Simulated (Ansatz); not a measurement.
A nudged elastic band was laid between two geometries of CN + H3N (6 atoms, charge 0, multiplicity 2).

All numbers below come from UKS PBE/def2-TZVP in Ansatz 0.2.0.

```
movable images  : 7
climbing image  : yes
spring          : 5.0 eV/Å²
optimiser       : quadratic models (default)
start path      : through a guess of the saddle point
force threshold : 0.05 eV/Å
iteration limit : 10
end points      : relaxed
```

First end point:

```xyz
6
Properties=species:S:1:pos:R:3
H 0.573 -1.081 -0.511
N 0.227 -1.029 0.443
C -0.269 1.197 -0.500
N -0.489 2.242 -0.985
H 0.741 -0.384 1.037
H -0.783 -0.945 0.516
```

Last end point:

```xyz
6
Properties=species:S:1:pos:R:3
H -0.075 0.575 -0.398
N 0.169 -1.158 0.753
C -0.212 1.487 -0.982
N -0.358 2.458 -1.598
H 0.967 -1.413 1.362
H -0.490 -1.949 0.864
```

Question: Which bonds break or form, and what moves?

Answer: Bonds broken: H1–N2. Bonds formed: H1–C3. CN + H3N becomes H2N + HCN (or HNC).

Question: Give the energies along the band, and the barrier.

Answer: The forces met the threshold. The highest image is number 3 of 0 to 8, 4.1 kcal/mol above the first end and 8.5 kcal/mol above the last; the last end lies 4.4 kcal/mol below the first. Another band between the same ends (7 images) ends at a top of the same energy, where a vibrational analysis finds 1 clearly imaginary mode.

| image | path coordinate (Å) | energy (kcal/mol) | H1–N2 (Å) | H1–C3 (Å) |
| --- | --- | --- | --- | --- |
| 0 | 0.00 | 0.0 | 1.02 | 2.43 |
| 1 | 0.41 | 0.9 | 1.02 | 2.13 |
| 2 | 0.82 | 2.5 | 1.04 | 1.81 |
| 3 | 1.23 | 4.1 | 1.19 | 1.39 |
| 4 | 1.61 | -0.3 | 1.64 | 1.13 |
| 5 | 1.99 | -2.4 | 1.88 | 1.10 |
| 6 | 2.36 | -3.4 | 2.00 | 1.09 |
| 7 | 2.74 | -4.1 | 2.06 | 1.09 |
| 8 | 3.11 | -4.4 | 2.09 | 1.09 |

Question: What is the geometry of the highest image?

Answer: 
```xyz
6
Properties=species:S:1:pos:R:3
H 0.209 -0.184 -0.405
N 0.271 -1.085 0.377
C -0.137 1.108 -0.785
N -0.441 2.196 -1.085
H 0.786 -0.747 1.203
H -0.688 -1.288 0.696
```

The band took 10 iterations and about 6 core-minutes.

The run took 93 s on 4 threads of Arm Neoverse N1, with other jobs on the host, peak memory 0.18 GiB.
